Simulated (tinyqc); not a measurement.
Inside a calculation. Method: Pariser-Parr-Pople SCF with singles CI, for the molecule C=C(N)O (SMILES; centres numbered as the heavy atoms are written). One step of it, computed by the program tinyqc.

Question. Iteration 1: Fock matrix. F_rr = H_rr + P_rr gamma_rr / 2 + sum_(s != r) P_ss gamma_rs; F_rs = H_rs - P_rs gamma_rs / 2; E = tr P (H + F) / 2 + core repulsion sum_(r<s) z_r z_s gamma_rs.

P at the start, lower triangle:
```
           1C        2C         3N        4O
1C   0.092099
2C   0.406836  1.913247
3N  -0.080133  0.017087   1.996634
4O  -0.061472  0.013108  -0.002582  1.998019
```

core matrix H (eV), lower triangle:
```
            1C          2C          3N          4O
1C  -40.361231
2C   -2.390000  -51.825447
3N    0.000000   -2.100000  -50.513306
4O    0.000000   -2.330000    0.000000  -55.272039
```

repulsion gamma_rs (eV), lower triangle:
```
          1C        2C         3N         4O
1C  9.730000
2C  7.069262  9.730000
3N  5.498104  8.394568  19.310000
4O  5.472880  8.308524   5.665317  18.460000
```

Centres (angstrom, eV; a flat drawing with bonds scaled to 1.40 angstrom):
```
centre          x          y  core charge z          W   gamma_rr
1C      -1.212000  -0.700000              1  11.350000   9.730000
2C       0.000000   0.000000              1  11.350000   9.730000
3N       1.212000  -0.700000              2  25.290000  19.310000
4O       0.000000   1.400000              2  30.160000  18.460000
```

Give: F; pi energy.

Answer.

F (eV), lower triangle:
```
        1C      2C      3N      4O
1C  -4.475
2C  -3.828  -8.505
3N   0.220  -2.172  -3.349
4O   0.168  -2.384   0.007  -9.118
```

pi energy = -95.491 eV
